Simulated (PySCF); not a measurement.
Compound: C3H4F2O.
Z-matrix (Å and degrees, PBE0-D3(BJ)/def2-SVP geometry), rows numbered from 1:
```
F 
C   1  1.3511
F   2  1.3484  1  107.75
C   2  1.4996  1  109.55  3  -119.58
C   4  1.4602  2  120.44  1   -90.18
O   4  1.4046  2  115.44  1  -157.61
H   2  1.1048  1  109.30  3   117.93
H   4  1.0992  2  113.83  1    63.68
H   5  1.0980  4  119.80  6   103.86
H   5  1.0967  4  119.00  6  -104.51
```

Method: PBE0-D3(BJ)/def2-SVP geometry optimisation, gas phase in PySCF 2.14.0.

Take the most abundant isotopes and a rigid rotor. The values belong to one conformer with, in the numbering `[F:1][CH:2]([F:3])[C@@H:4]1[CH2:5][O:6]1`, F1–C2–C4–C5 -90°.

(1) Give the principal moments of inertia and the rotational constants in GHz.

(2) Classify the top.

(3) What does the inertial defect say?

(4) Give the other two planar moments, Paa and Pbb, and the rms extents of the mass along the axes.

(5) Which types of transition are allowed, and where do some lines up to J = 4 fall?

Answers

(1) Ia = 71.50, Ib = 187.19, Ic = 238.99 u·Å²; 505379 MHz·u·Å²/I gives 7068, 2700 and 2115 MHz, that is A = 7.0681, B = 2.6998, C = 2.1146 GHz.

(2) An asymmetric top: κ = (2 × 2700 − 7068 − 2115)/(7068 − 2115) = -0.76.

(3) Not planar: Δ = Ic − Ia − Ib = -19.70 u·Å². For a rigid frame Δ = −2 Σ m c², so Σ m c² = 9.85 u·Å² lies off the ab plane: 5.88 from hydrogen and 3.97 from heavier atoms. The atom farthest from that plane is 1.55 Å away.

(4) Paa = Σ m a² = (Ib + Ic − Ia)/2 = 177.34 and Pbb = Σ m b² = (Ia + Ic − Ib)/2 = 61.65 u·Å². With the mass M = 94.02 u, the rms extents √(P/M) along a, b and c are 1.37, 0.81, 0.32 Å.

(5) The dipole components are |μa| = 1.26 D, |μb| = 1.70 D, |μc| = 0.21 D. Intensities carry the squares of the components, which stand as 0.55 : 1.00 : 0.01 (a : b : c). Some lines, for components of 0.1 D or more:

```tsv
type	branch	J(Ka,Kc)	MHz	lower level (cm⁻¹)
a	Q	1(1,0) ← 1(1,1)	585	0.306
c	Q	2(1,2) ← 2(0,2)	3838	0.480
a	R	3(1,3) ← 2(1,2)	13533	0.608
a	R	3(2,1) ← 2(2,0)	14660	1.105
a	R	4(0,4) ← 3(0,3)	18735	0.954
a	R	4(2,3) ← 3(2,2)	19215	1.585
c	R	2(2,1) ← 1(1,1)	23904	0.306
b	Q	4(4,0) ← 4(3,1)	32513	3.010
c	R	3(3,0) ← 2(2,0)	37729	1.105
c	R	3(3,1) ← 2(2,1)	37781	1.104
c	R	4(4,1) ← 3(3,1)	51894	2.364
```

No PBE0-D3(BJ)/def2-SVP frequencies stand behind this structure, so it isn't proved a minimum. These are rigid-rotor constants of the computed structure; measured ground-state constants (B0) also hold zero-point vibration.

The run took 31 s of wall time on Arm Neoverse V2, one thread, shared host with 96 logical CPUs at a one-minute load of 34, and the process peaked at 0.43 GiB of memory. This is the geometry optimisation.
